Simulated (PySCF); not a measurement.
**AlP: from constants to spectrum**

UHF-CCSD(T) constants of AlP, ³Σ⁻ (triplet), unpaired electrons π ↑↑ (basis Al jorge-DZP-DKH, P jorge-DZP-DKH; spin-free X2C with a Gaussian nucleus; PySCF 2.14; masses 26.9815 and 30.9738 u):

- ωe: 358.7 cm⁻¹
- ωexe: 1.66 cm⁻¹
- Be: 0.19377 cm⁻¹
- αe: 0.00132 cm⁻¹
- De to Al + P: 1.67 eV

(1) What force constant and bond length do these constants imply?

(2) Estimate the centrifugal constant D from the Kratzer relation and find the Dunham coefficient a1.

Correlated steps freeze 10 core orbitals. Correlated levels converge slowly with the basis: in double zeta they bind strong bonds too weakly, by up to about 1 eV, and carry superposition errors of some tenths. The state was picked by a PBE0 search and need not be the measured ground state.

Results:

(1) Reduced mass μred = 14.420 u; k = 5.8918×10⁻⁷·μred·ωe² (u, cm⁻¹, mdyn/Å) = 1.09 mdyn/Å; Re = √(16.8576/(μred·Be)) (u, cm⁻¹, Å) = 2.456 Å.

(2) D = 4Be³/ωe² = 2.26e-07 cm⁻¹; a1 = −1 − αeωe/(6Be²) = -3.10.
